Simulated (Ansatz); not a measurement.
**BSiH2 (quartet): wave-function methods side by side at scale of all distances = 1.132, 6-31G**

How much of the correlation energy of BSiH2 (quartet) does each wave-function method recover here?

The runs use Ansatz 0.2.0, Gaussian basis; 6-31G, core rule «outside noble gas», up to 6 orbitals frozen.

The runs, in order: UHF; CCSD(T) on ROHF; CCSD(T) on UHF; BCCD(T) on ROHF; CISD; CCSDT(Q) on ROHF; CCSDT(Q) on UHF; CASSCF and MRCISD+Q, 5 electrons in 5 orbitals; CASSCF and NEVPT2, 5 electrons in 5 orbitals; CASSCF and MRCISD+Q, 9 electrons in 10 orbitals; CASSCF and NEVPT2, 9 electrons in 10 orbitals; Full CI.

16 further runs of the same task are left out: 12 that didn't finish, 4 set aside as unsound or not needed.

### 1 The system

The geometry derives from a PBE0/def2-TZVP stationary point (not a proven minimum). All distances are scaled together.

4 atoms, charge 0, spin multiplicity 4.

Atoms are counted from 1 here; the program's logs count them from 0.

Bond lengths: Si1–B2 2.117 Å, Si1–H3 1.685 Å, Si1–H4 1.685 Å. Angles: B2–Si1–H3 125.4°, B2–Si1–H4 125.4°, H3–Si1–H4 109.2°.

### 2 UHF

File in.yaml:

```yaml
crystal:
  periodic: [false, false, false]
  atoms:
    - {symbol: Si, position_ang: [0.000000, 0.000000, 0.511426]}
    - {symbol: B, position_ang: [0.000000, 0.000000, -1.606051]}
    - {symbol: H, position_ang: [0.000000, 1.372767, 1.487866]}
    - {symbol: H, position_ang: [0.000000, -1.372767, 1.487866]}
basis:
  gaussian: {orbitals: 6-31G}
magnetization: {spin_polarized: true, initial_magnetization: 3}
hamiltonian: {xc: hf}
output: {orbitals: {seedname: orbitals}}
```

Started as:

```bash
$ ansatz run in.yaml --threads 1 --pin off --events-out ev --progress --plain --max-ram 2393MiB
```

The runs that follow: CCSD(T) on ROHF; CCSD(T) on UHF; BCCD(T) on ROHF; CISD; CCSDT(Q) on ROHF; CCSDT(Q) on UHF; CASSCF and MRCISD+Q, 5 electrons in 5 orbitals; CASSCF and NEVPT2, 5 electrons in 5 orbitals; CASSCF and MRCISD+Q, 9 electrons in 10 orbitals; CASSCF and NEVPT2, 9 electrons in 10 orbitals; Full CI.

**Question.** What will the summary of the whole plan be? Wanted: FCI below the RHF energy; RMP2 from FCI; UMP2 from FCI; RCCSD from FCI; RCCSD(T) from FCI; UCCSD(T) from FCI; RCCSDT(Q) from FCI; UCCSDT(Q) from FCI; NEVPT2 pair from FCI.

The runs gave:

| quantity | value |
| --- | --- |
| FCI below the RHF energy | -2.9902 eV |
| RMP2 from FCI | +22.35 kcal/mol |
| UMP2 from FCI | +22.61 kcal/mol |
| RCCSD from FCI | +2.61 kcal/mol |
| RCCSD(T) from FCI | +0.87 kcal/mol |
| UCCSD(T) from FCI | +0.87 kcal/mol |
| RCCSDT(Q) from FCI | +0.04 kcal/mol |
| UCCSDT(Q) from FCI | +0.03 kcal/mol |
| NEVPT2 pair from FCI | +20.13 kcal/mol |
| MRCISD+Q pair from FCI | +0.20 kcal/mol |
| NEVPT2 valence from FCI | +5.38 kcal/mol |
| levels within 1 kcal/mol (43 meV) | RCCSD(T), UCCSD(T), BCCD(T), RCCSDT, UCCSDT, RCCSDT(Q), UCCSDT(Q), MRCISD+Q pair, MRCISD valence, MRCISD+Q valence |
| T1 diagnostic | 0.032 |
| effectively unpaired electrons | 3.07 |

In words: RCCSD(T) lands +0.87 kcal/mol from the yardstick (1.3 % of the correlation energy). One determinant dominates. Of the multireference levels listed MRCISD+Q pair comes nearest in total energy (+0.20 kcal/mol), which doesn't show that its space is the better one. These misses are within one basis, not against nature; the frozen cores of restricted and unrestricted runs differ, which can shift their rows.
